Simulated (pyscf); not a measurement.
This saddle point was located with ωB97X-D3(BJ)/def2-SVP in PySCF.

```xyz
12

C     -1.7148    -2.4530     0.4951
Al    -0.5134     0.0329     0.2089
C      0.6047     1.1949     1.2964
F     -0.9616     0.5265    -1.3387
H     -0.9765    -3.0155     1.0666
H     -2.7171    -2.4296     0.9267
H     -1.6764    -2.5784    -0.5880
H      0.6711     0.8512     2.3427
H      0.2177     2.2285     1.3093
H      1.6339     1.2411     0.9002
F     -1.9901    -0.6047     0.9867
H     -0.1088    -1.5799     0.1452
```

Surface: singlet, charge 0. Lowest wavenumbers (cm⁻¹): 930i, 44, 70, 141, 173.

Problem. Name the species on either side of this saddle.

Solution. H₃C–F + H₃C–AlH–F ⇌ CH₄ + H₃C–Al(F)–F, a four-centre exchange read from left to right: C–F, Al–H broken and C–H, Al–F formed. At ωB97M-D3(BJ)/def2-TZVP it lies +1.01 eV from the left side and +4.00 eV from the right (each side as separated species at their lowest minima found). On the reactant side the descent ends in an adduct with a Al–F contact, 0.67 eV under the separated species and 1.71 eV under the saddle at ωB97X-D3(BJ)/def2-TZVP. On the product side the descent ends in a complex, 0.20 eV under the separated species and 4.19 eV under the saddle at ωB97X-D3(BJ)/def2-TZVP. What is counted as formed (Al–F) is already present as a longer contact in the reactant adduct; forming that adduct is a step of its own. One saddle was located; it need not be the lowest between these sides.
